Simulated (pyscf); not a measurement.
Structures and frequencies: ωB97X-D3(BJ)/def2-SVP in PySCF.

Task: Estimate by transition-state theory the rate constant of HO–SiH: [singlet] + hydrogen fluoride (HF) → silicon monoxide (O=Si:) [singlet] + hydrogen (H₂) + hydrogen fluoride (HF) (singlet surface; H–O, H–Si, F–H broken, H–H, F–H formed) at 900 K, with ωB97M-D3(BJ)/def2-TZVP energies (ideal gas, 1 atm, RRHO with modes under 100 cm⁻¹ raised to 100, one conformer, R ln 2 for chiral ones without a mode under 150 cm⁻¹; no tunnelling).

Result: The electronic barrier is 14.5 kcal/mol and the thermal terms add +28.0, so ΔG‡ = 42.5 kcal/mol. With k_BT/h = 1.88e+13 s⁻¹ and RT = 1.788 kcal/mol, and a volume of 1.23e-19 cm³ per molecule at 1 atm, k = 1.1e-16 cm³ molecule⁻¹ s⁻¹. Wigner's tunnelling factor for 1443i cm⁻¹ would be 1.22. A shift of 1 kcal/mol in the barrier changes k by a factor 1.7. On the reactant side the descent ends in a complex, 6.7 kcal/mol under the separated species and 22.3 kcal/mol under the saddle at ωB97X-D3(BJ)/def2-TZVP. On the product side the descent ends in a bound adduct, 12.0 kcal/mol under the separated species and 20.0 kcal/mol under the saddle at ωB97X-D3(BJ)/def2-TZVP. The same reactants have a lower exit, to HO–Si:–F [singlet] + H₂ (barrier +1.8 kcal/mol at ωB97M-D3(BJ)/def2-TZVP, against +14.5 kcal/mol here). This is the saddle that the search found; another between the same sides may lie lower.
